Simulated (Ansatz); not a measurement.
in.yaml

```yaml
crystal:
  periodic: [false, false, false]
  atoms:
    - {symbol: Si, position_ang: [0.000000, 0.000000, 0.043678]}
    - {symbol: H, position_ang: [0.000000, 1.413280, -0.405682]}
    - {symbol: H, position_ang: [1.223937, -0.706640, -0.405682]}
    - {symbol: H, position_ang: [-1.223937, -0.706640, -0.405682]}
basis:
  gaussian: {orbitals: "cc-pV(D+d)Z.json"}
magnetization: {spin_polarized: false, initial_magnetization: 1}
correlation: {method: fci, electrons: outside_noble_gas}
```

```sh
$ ansatz run in.yaml --threads 2 --pin off --events-out ev --progress --plain --max-ram 49920MiB --backend cuda --devices 0, --max-vram 37GiB
```

Output:

```
724 factors; integrals over basis functions are off by at most 1.8e-7 eV
mean field evaluation 1: about -7907.8014 eV, gradient 8.8e0 eV
mean field evaluation 2: about -7907.8015 eV, gradient 8.8e0 eV
mean field evaluation 4: about -7908.4086 eV, gradient 5.2e-1 eV
mean field evaluation 8: about -7908.4127 eV, gradient 3.4e-4 eV
mean field -7908.41268599 eV, -290.6288056956 hartree, gradient 1.8e-6 eV, S^2 0.750000; 0 other end points of the search recorded, 0 dependent functions left out
mean field evaluation 16: about -7908.4507 eV, gradient 2.1e-1 eV
5 core orbitals not correlated: weight in the atoms' cores, before any rotation towards them, 1.000 or more for the frozen orbitals, at most 0.000 for the correlated occupied ones
reference -7908.41268599 eV, -290.6288056956 hartree; 4, 3 occupied and 29, 30 virtual orbitals, 724 factors
state -7911.82646276 eV, -290.7542596778 hartree
Total energy: -7911.82646276 eV, -290.7542596778 hartree
```

Ran on 2 threads of AMD EPYC 7R13 with a shared H100 80 GB, shared host: 14 s wall, 0.85 GiB peak host memory.
